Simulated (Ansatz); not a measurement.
A nudged elastic band was laid between two geometries of BH3 + FH (6 atoms, charge 0, multiplicity 1).

Level of theory: Ansatz, RKS PBE0/cc-pVDZ.

```yaml
movable_images: 7
climbing_image: yes
spring: 5.0 eV/Å²
optimiser: quadratic models (default)
start_path: through a guess of the saddle point
force_threshold: 0.05 eV/Å
iteration_limit: 60
end_points: relaxed
```

Image 0:

```xyz
6
Properties=species:S:1:pos:R:3
B -0.388 0.374 -0.292
H 0.378 1.163 0.228
H -0.246 0.133 -1.466
H -1.463 0.198 0.228
H 1.193 -0.705 0.878
F 0.524 -1.163 0.422
```

Image 8:

```xyz
6
Properties=species:S:1:pos:R:3
B -0.706 -0.383 -0.491
H 1.270 1.220 0.861
H -0.267 0.086 -1.514
H -1.514 0.153 0.228
H 1.497 0.518 1.053
F -0.279 -1.595 -0.138
```

Problem. Which bonds break or form, and what moves?

Solution. Bonds broken: B1–H2, H5–F6. Bonds formed: B1–F6, H2–H5. BH3 + FH becomes BFH2 + H2.

Problem. Give the energies along the band, and the barrier.

Solution. The run converged. The highest image is number 2 of 0 to 8, 34.8 kJ/mol above the first end and 135.8 kJ/mol above the last; the last end lies 101.1 kJ/mol below the first. A vibrational analysis at the climbing image gives one clearly imaginary mode, 1077i cm⁻¹: a first-order saddle point. The orbitals stay closed-shell, which can raise the energy where a bond breaks towards radicals; this wasn't checked here.

```csv
image,path coordinate (Å),energy (kJ/mol),B1–H2 (Å),H5–F6 (Å),B1–F6 (Å)
0,0.00,0.0,1.22,0.93,1.92
1,0.45,7.3,1.23,0.95,1.88
2,0.91,34.8,1.32,1.15,1.64
3,1.24,-12.7,1.47,1.50,1.47
4,1.58,-67.1,1.70,1.86,1.38
5,1.92,-89.1,1.98,2.20,1.35
6,2.25,-97.7,2.27,2.51,1.34
7,2.59,-100.5,2.57,2.78,1.33
8,2.92,-101.1,2.88,3.01,1.33
```

Problem. What is the geometry of the highest image?

Solution. 
```xyz
6
Properties=species:S:1:pos:R:3:forces:R:3
B -0.319 0.098 -0.233 0.00 -0.02 0.02
H 0.562 0.873 0.371 0.00 0.00 0.00
H -0.152 0.149 -1.421 0.00 0.01 0.00
H -1.386 0.216 0.305 0.00 0.00 -0.01
H 0.828 -0.131 0.599 0.00 -0.01 -0.01
F 0.467 -1.205 0.379 0.00 0.01 0.00
```

Problem. What are the harmonic wavenumbers there?

Solution. 1077i, 742, 814, 925, 1078, 1133, 1163, 1473, 2017, 2282, 2628, 2742 cm⁻¹.

The band took 11 iterations and about 70 core-seconds.

The run took 66 s on 1 thread of Arm Neoverse V1, with other jobs on the host, peak memory 0.2 GiB.
